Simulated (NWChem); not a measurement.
# Correlation energy of B (+1)

```xyz
1

B      0.0000     0.0000     0.0000
```
Charge +1, spin multiplicity 1.

Everything below was run with NWChem.

Basis set: 6-311G**. Each correlation energy counts from its own Hartree-Fock reference.

The correlated methods keep 1 core orbital frozen. The Pople sets run with spherical d functions. Coupled-cluster values serve here as a point of comparison, not as the truth.

Question: One of these methods gave a correlation energy of -34.4 mHa. Which?
A. CCSD
B. SCS-MP2
C. MP2

Answer: C, MP2. The others give -41.3 (SCS-MP2), -59.8 (CCSD).
